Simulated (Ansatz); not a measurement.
Basis-set extrapolation for `C=C(C)CC` (PBE0-D4/def2-TZVP geometry, frozen core, the Gaussian-basis code of Ansatz). Multiplicity 1, RHF reference.

```json
{"": "HF", "def2-TZVPP": "-195.219605", "def2-QZVPP": "-195.228786"}
{"": "MP2 correlation", "def2-TZVPP": "-0.858677", "def2-QZVPP": "-0.912006"}
{"": "CCSD(T) correlation", "def2-TZVPP": "-0.949526", "def2-QZVPP": "not run"}
```

Energies in hartree. Use E(X) = E(∞) + A·exp(−7.88·√X) for Hartree–Fock and E(X) = E(∞) + B·X^(−2.97) for correlation, with X = 3 and 4, and add CCSD(T) minus MP2 of the smaller set to the MP2 limit.

What is the CCSD(T) energy at the basis-set limit?

HF limit: -195.228786 + (-0.009181) × 0.13774 = -195.23005. MP2 limit: -0.912006 + (-0.053329) × 0.74074 = -0.95151. Higher-order term: -0.949526 − (-0.858677) = -0.09085. Total: -196.27241 hartree, 64.8 kcal/mol below CCSD(T)/def2-TZVPP.
